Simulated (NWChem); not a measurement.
**A calculation on ClNa**

```xyz
2

Na     0.0000     0.0000    -1.4209
Cl     0.0000     0.0000     0.9194
```
Charge 0, spin multiplicity 1.

The numbers come from NWChem runs, not from measurements. The geometry was optimised at B3LYP/def2-SVP, a minimum by its harmonic frequencies.

The correlated methods keep 6 core orbitals frozen. The structure started from a generated list of species.

Worked example. A B2PLYP run in 3-21G ends its self-consistent part (53 % exact exchange, 47 % B88, 73 % LYP) at -619.03698 Ha, and second-order perturbation theory on those orbitals gives -0.06078 Ha unscaled.

The perturbative term enters with the weight 0.27: -619.03698 + 0.27·(-0.06078) = -619.05339 Ha is the total energy.
